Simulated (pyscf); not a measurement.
## Cycloaddition: HC≡N + H₂C=CH₂ → cyclic C₃H₅N (SMILES C1=NCC1)

Gas phase, singlet surface, charge 0. Bonds broken: none. Bonds formed: C1–C4, N2–C5. Optimised with ωB97X-D3(BJ)/def2-SVP in PySCF. MP2 and CC: frozen core, UHF for open shells. ΔMP2 is the change of the MP2 total energy from the triple- to the quadruple-zeta basis.

Transition state (Å):

```xyz
9

C     -0.2365    -0.4218     0.3203
N     -0.4054     0.1108     1.4853
H     -0.1355    -1.5100     0.0881
C     -0.1395     0.4953    -0.9631
C     -1.4789     0.2816    -0.4560
H      0.3272     1.4643    -0.7750
H      0.1733    -0.0499    -1.8584
H     -2.1144    -0.4981    -0.8858
H     -1.9929     1.0683     0.0971
```

One imaginary mode, 242i cm⁻¹; descent along it reached the two sides named.

```
bond   change  reactant side (Å)  saddle  product side
-----  ------  -----------------  ------  ------------
C1–C4   forms                3.7   1.580         1.508
N2–C5   forms                4.9   2.225         1.488
```

Electronic energies relative to the separated reactants (kcal/mol):

```csv
level,barrier,reaction energy,reverse barrier
ωB97X-D3(BJ)/def2-TZVP,59.8,-6.6,66.4
PBE/def2-TZVP,56.8,-7.2,64.0
r²SCAN/def2-TZVP,58.0,-5.7,63.6
B3LYP-D3(BJ)/def2-TZVP,63.7,0.0,63.6
PBE0-D3(BJ)/def2-TZVP,54.7,-11.5,66.2
M06-2X/def2-TZVP,61.3,-3.1,64.4
ωB97M-D3(BJ)/def2-TZVP,62.8,-2.3,65.1
HF/def2-TZVP,70.5,+7.8,62.6
MP2/def2-QZVPP,70.3,-1.0,71.3
CCSD/def2-TZVPP,68.7,+0.9,67.8
CCSD(T)/def2-TZVPP,67.4,+0.5,66.9
CCSD(T)/def2-TZVPP + ΔMP2(QZVPP),66.7,-0.2,66.9
```

With CCSD(T)/def2-TZVPP + ΔMP2(QZVPP) energies and thermal terms (ideal gas, 1 atm, RRHO with modes under 100 cm⁻¹ raised to 100, one conformer, R ln 2 for rigid chiral ones), in kcal/mol:

| T (K) | ΔH‡ | ΔG‡ | ΔH | ΔG |
|---|---|---|---|---|
| 298 | 67.8 | 78.4 | +3.1 | +14.1 |
| 600 | 67.1 | 89.4 | +2.5 | +25.7 |
| 900 | 67.1 | 100.6 | +2.7 | +37.2 |
| 1200 | 67.4 | 111.7 | +3.4 | +48.6 |

At the saddle there is also a short C–C contact that neither side keeps. cyclic C₃H₅N (SMILES C1=NCC1) lies 32.8 kcal/mol over its isomer H₃C–CH₂–C≡N, and others may lie lower still (electronic energy, ωB97M-D3(BJ)). This is the saddle that the search found; another between the same sides may lie lower. A restricted solution here is unstable towards spin polarisation, so biradical character is likely and single-reference numbers are less safe. The CCSD(T) − MP2 part came from Ansatz, without density fitting, on the same reference.
